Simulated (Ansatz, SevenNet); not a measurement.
For rock-salt NbC, the machine-learned potential SevenNet-l3i5 (trained on PBE and PBE+U data) gives:

- lattice constant a: 4.505 Å
- formation enthalpy: -0.464 eV/atom

Problem. What does rVV10 (Ansatz, a first-principles code, PAW) give for the same quantities?

Solution. 
- lattice constant a: 4.516 Å (grows by 0.2 %)
- formation enthalpy: -0.477 eV/atom (moves by -0.013 eV/atom)

For comparison: lattice constant a 4.47 Å (measured, temperature not stated, no zero-point or thermal correction; as tabulated in Zhang et al. (2018), doi:10.1088/1367-2630/aac7f0); formation enthalpy -0.733 ± 0.01 eV/atom (measured, 298 K, copied from a table, unchecked, no zero-point or thermal correction; as tabulated in Wang et al. (2021), doi:10.1038/s41598-021-94550-5).

Changes are worked out from the printed values.

Unless a cell is named, each level is at its own relaxed cell (SevenNet-l3i5 11.43, rVV10 11.51 Å³/atom).

Ansatz's density-functional and Hartree–Fock values are scalar-relativistic unless marked +SOC, with PAW data made under PBE.
